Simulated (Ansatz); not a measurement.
Isomers of CHN, B3LYP-D3(BJ)/def2-TZVP minima from an xTB search, which can miss the lowest.
Isomer 1, SMILES C#N (charge 0, multiplicity 1, Z-matrix in Å and degrees):
```
C
N 1 1.1462
H 1 1.0667 2 180.00
```
Isomer 2, SMILES [C-]#[NH+] (charge 0, multiplicity 1):
```xyz
3

C      1.1085     0.0000     0.0000
N     -0.0555     0.0000     0.0000
H     -1.0530     0.0001     0.0000
```

Cores are frozen in the correlated methods.

The values were computed with Ansatz (Gaussian orbitals). Each number belongs to the level named beside it.

The energy of isomer 2 above isomer 1 is E(isomer 2) − E(isomer 1). Total energies (hartree):

| level | isomer 2 | isomer 1 |
|---|---|---|
| HF/cc-pVTZ | -92.8926416 | -92.9089354 |
| CCSD(T)/cc-pVTZ | -93.2511580 | -93.2747961 |
| HF/cc-pVQZ | -92.8992068 | -92.9152925 |
| CCSD(T)/cc-pVQZ | -93.2775426 | -93.3010730 |

**Question.** Work out the energy of isomer 2 above isomer 1 at the basis-set limit: extrapolate the CCSD(T) correlation part as X⁻³, take Hartree–Fock from the larger set.

**Answer.** 
1. Differences (1 hartree = 627.509 kcal/mol): HF/cc-pVTZ 10.224; CCSD(T)/cc-pVTZ 14.833; HF/cc-pVQZ 10.094; CCSD(T)/cc-pVQZ 14.766.
2. Correlation parts, CCSD(T) less HF: 4.609 in cc-pVTZ (X = 3), 4.672 in cc-pVQZ (X = 4).
3. Limit (4³·(4.672) − 3³·(4.609))/(4³ − 3³) = 4.718; with HF/cc-pVQZ it gives 14.812.
Result: 14.81 kcal/mol, against 14.83 at CCSD(T)/cc-pVTZ. It is an estimate of this method's limit, not of the exact value.

Ansatz is a first-principles code.
